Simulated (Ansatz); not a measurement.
SiH$_{4}$OF (charge -1), singlet: a pair in one relaxed arrangement.

Input (in.yaml):

```yaml
crystal:
  periodic: [false, false, false]
  atoms:
    - {symbol: O, position_ang: [0.401167, -0.717086, -1.256737]}
    - {symbol: H, position_ang: [-0.260886, -0.470475, -1.905669]}
    - {symbol: Si, position_ang: [0.042934, 0.076673, 0.311521]}
    - {symbol: F, position_ang: [-0.212105, 0.798991, 1.881855]}
    - {symbol: H, position_ang: [0.093574, 1.467815, -0.293238]}
    - {symbol: H, position_ang: [-1.334952, -0.552867, 0.403827]}
    - {symbol: H, position_ang: [1.270270, -0.603051, 0.858542]}
basis:
  gaussian: {orbitals: "def2-TZVPPD.json"}
total_charge: -1
hamiltonian: {xc: {name: wB97M-V}}
```

The basis file named in the input lies beside it (Basis Set Exchange, JSON).

Run by:

```bash
ansatz run in.yaml --threads 2 --pin off --events-out ev --progress --plain --max-ram 5222MiB
```

The run's output (Ansatz 0.2.0):

```
Functional definition: wB97M-V
  name "wB97M-V"
  cite "Mardirossian & Head-Gordon, J. Chem. Phys. 144, 214110 (2016) doi:10.1063/1.4952647"
  cite "Becke, J. Chem. Phys. 107, 8554 (1997) doi:10.1063/1.475007"
  cite "Vydrov & Van Voorhis, J. Chem. Phys. 133, 244103 (2010) doi:10.1063/1.3521275"
  # Of w^i u^j: cxij and so on, Table III.
  parameter omega = 0.3/bohr
  parameter cx = 0.15
  parameter cx01 = 1.007
  parameter cx10 = 0.259
  parameter css00 = 0.443
  parameter css04 = -1.437
  parameter css10 = -4.535
  parameter css20 = -3.390
  parameter css43 = 4.278
  parameter cos00 = 1.000
  parameter cos10 = 1.358
  parameter cos20 = 2.924
  parameter cos21 = -8.812
  parameter cos60 = -1.390
  parameter cos61 = 9.142
  parameter b = 6.0
  parameter c = 0.01
  gx(w, u) = 1 - cx + cx01*u + cx10*w
  gss(w, u) = css00 + css04*u^4 + css10*w + css20*w^2 + css43*w^4*u^3
  gos(w, u) = cos00 + cos10*w + (cos20 + cos21*u)*w^2 + (cos60 + cos61*u)*w^6
  exchange = spin_sum(e_x_unif_sr(omega)*gx(b97_w, b97_u_x)) + cx*exact_x_sr(omega) + exact_x_lr(omega)
  correlation = spin_sum(e_c_pw_mod_same_spin*gss(b97_w, b97_u_same))
      + integral(e_c_pw_mod_opposite_spin*gos(b97_w_opposite, b97_u_opposite)) + vv10(b, c)
927 factors; their error is unknown
278 factors; integrals over basis functions are off by at most 3.1e-5 eV
mean field evaluation 1: about -12708.8338 eV, gradient 2.5e1 eV
mean field evaluation 2: about -12708.8196 eV, gradient 2.9e1 eV
mean field evaluation 4: about -12710.1043 eV, gradient 7.8e-1 eV
mean field evaluation 8: about -12710.1216 eV, gradient 3.1e-1 eV
mean field evaluation 16: about -12710.1217 eV, gradient 2.2e-5 eV
mean field -12710.12170687 eV, -467.0883574976 hartree, gradient 2.2e-5 eV, S^2 0.000000; 0 other end points of the search recorded, 0 dependent functions left out
reference -12710.12176983 eV, -467.0883598114 hartree; 18, 18 occupied and 178, 178 virtual orbitals, 927 factors
Total energy: -12710.12176983 eV, -467.0883598114 hartree
```

The run took about 8 s on 2 CPU threads of an Arm Neoverse V1 (shared host).
